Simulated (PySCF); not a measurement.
HCl, septet, at the geometry of the source list (a higher spin typed on purpose: for a closed-shell molecule this is an excited state); B3LYP/aug-cc-pVDZ (PySCF).

Input for PySCF:
```python
from pyscf import gto, scf, dft

mol = gto.M(
    atom='''
Cl    0.638100    0.000000    0.000000
H    -0.638100    0.000000    0.000000
''',
    basis='aug-cc-pvdz',
    charge=0,
    spin=6,
    verbose=3,
)

mf = dft.UKS(mol)
mf.xc = 'b3lyp'
mf.kernel()
mf.analyze()
```

**Question.** Write the output that PySCF gives for this input, abridged.

**Answer.** 
```
converged SCF energy = -459.582033760014  <S^2> = 12.000423  2S+1 = 7.0001207
**** MO energy ****
                             alpha | beta                alpha | beta
MO #1   energy= -102.172511023731  | -102.145622838193  occ= 1 | 1
MO #2   energy= -10.0522742403177  | -10.0251549977387  occ= 1 | 1
MO #3   energy= -7.8168942039224   | -7.77914976009655  occ= 1 | 1
MO #4   energy= -7.81689418505102  | -7.77914972947262  occ= 1 | 1
MO #5   energy= -7.8162793272975   | -7.77686936632395  occ= 1 | 1
MO #6   energy= -1.34367721727081  | -1.1555554483407   occ= 1 | 1
MO #7   energy= -0.910492987010095 | -0.648740345705035 occ= 1 | 0
MO #8   energy= -0.802222710658705 | -0.572204097597231 occ= 1 | 0
MO #9   energy= -0.802222643666709 | -0.572204046269745 occ= 1 | 0
MO #10  energy= -0.345819916192308 | -0.116543761852238 occ= 1 | 0
MO #11  energy= -0.14908116330939  | -0.046283831683303 occ= 1 | 0
MO #12  energy= -0.0804694608743508 | 0.00481360350527566 occ= 1 | 0
MO #13  energy= -0.0451890812952828 | 0.00481371008709035 occ= 0 | 0
MO #14  energy= -0.0451890466762799 | 0.0188840670538313 occ= 0 | 0
MO #15  energy= -0.0254058939209414 | 0.0441346447873525 occ= 0 | 0
MO #16  energy= -0.0254058427521301 | 0.0441347429879776 occ= 0 | 0
MO #17  energy= 0.00412051088681657 | 0.0619510999003556 occ= 0 | 0
MO #18  energy= 0.00412072969620991 | 0.0890370301488326 occ= 0 | 0
MO #19  energy= 0.0309423850243808 | 0.0890370369219245 occ= 0 | 0
MO #20  energy= 0.180009376867063  | 0.263864190258945  occ= 0 | 0

To work with the spin densities directly, `use mulliken_meta_spin()` only printing them here.

 ** Mulliken spin pop alpha/beta on meta-lowdin orthogonal AOs **
 ** Mulliken Spin Density (per atom)  **
spin density of  0 Cl =      4.65970
spin density of  1 H =      1.34030
 ** Mulliken pop alpha/beta on meta-lowdin orthogonal AOs **
 ** Mulliken atomic charges   ( Nelec_alpha | Nelec_beta ) **
charge of  0Cl =      0.52613  (    10.56679      5.90709 )
charge of  1H =     -0.52613  (     1.43321      0.09291 )
Dipole moment(X, Y, Z, Debye): -1.42631,  0.00000, -0.00000
```
